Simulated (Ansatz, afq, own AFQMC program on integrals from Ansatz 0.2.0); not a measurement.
## HO, doublet: AFQMC among the cluster methods

```xyz
2

O     0.0000    0.0000    0.0000
H     0.0000    0.0000    1.3170
```

Basis cc-pVDZ. Only valence electrons are correlated. AFQMC by an in-house program on the Cholesky factors that Ansatz 0.2.0 writes for its CCSD(T) run. ph-AFQMC/CISD is guided by a CISD state made of CCSD amplitudes; releasing the constraint for a short imaginary time cuts its bias at the price of noise, slowly where states lie close. ± is one standard error of the sampling.

Determinant: ROHF, the one that the program's search chose, which needn't be the lowest solution. The geometry is a point of a scan.

Full CI on the same integrals is exact in this basis and with this determinant's frozen core.

Cautions: a spin-contaminated unrestricted determinant lies lower (UHF 208 meV lower, ⟨S²⟩ 0.90).

- T1 diagnostic: 0.0190
- weight of the determinant in the CISD state: 0.931
- size of the correlated space: 7 electrons in 18 orbitals

| level | correlation energy (eV) |
| --- | --- |
| MP2 | -4.4875 |
| CCSD | -4.9941 |
| CCSD(T) | -5.0752 |

Question: Estimate where AFQMC with the constraint released lies against CCSD(T) on the same integrals.

Answer: 30.5 ± 5.2 meV below CCSD(T).

Reference: full CI, correlation energy -5.099 eV. The released energy is read at 2.40 1/Eh (meV from the phaseless value at times in 1/Eh: -2.6 ± 1.9 at 0.24, -7.9 ± 2.1 at 0.51, -12.9 ± 1.0 at 0.99, -11.7 ± 1.7 at 1.62, -17 ± 5 at 2.40).

```
         level  E − E(reference) (meV)  share of correlation (%)
       CCSD(T)                    23.7                     99.53
         CCSDT                    12.7                     99.75
      CCSDT(Q)                     0.6                     99.99
        CCSDTQ                     0.4                     99.99
 ph-AFQMC/CISD              10.1 ± 2.5                     99.80
released AFQMC              -6.7 ± 5.2                    100.13
```

CCSDT and higher add their correlation energy to the determinant of the CCSD(T) run, since their own runs factorise the integrals more tightly (a shift of under 2 meV). A walk keeps the symmetry of its determinant, which the program's search chose and which needn't be the lowest solution, so a lower state of the same spin and another symmetry isn't excluded. Released energies are given only where the last usable release times agree within the noise; a slower fall can still hide under it.
